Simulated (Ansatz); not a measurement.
Input for Ansatz (development build ahead of 0.2.0):

```yaml
crystal:
  periodic: [false, false, false]
  atoms:
    - { symbol: C, position_ang: [-0.2391, 0.4045, 0.4252] }
    - { symbol: C, position_ang: [0.2391, -0.4045, -0.4252] }
basis:
  gaussian: { orbitals: aug-cc-pVTZ }
total_charge: -1
magnetization:
  spin_polarized: true
  initial_magnetization: 1
hamiltonian:
  xc: hf
correlation:
  method: mp2
  frozen_orbitals: { C: 1 }
scf:
  omitted_lower_state_checks: [stability, starts, atomic_configurations, cluster_reference, orbital_swaps, given_window_search, neighbouring_geometries, increment]
```

The input is written out in the form of the current development build from the run's settings.

Output:

* Converged: yes
* Reference energy: -75.56812 hartree
* Correlation energy: -0.31239 hartree
* Total energy: -75.88050 hartree
* Spin squared of the determinant: 0.770
* Occupied orbitals by symmetry in an Abelian subgroup (alpha; beta): 3 Ag 2 B1u 1 B2u 1 B3u; 2 Ag 2 B1u 1 B2u 1 B3u

This is not the lowest solution: another run reaches a determinant 0.59 eV lower.
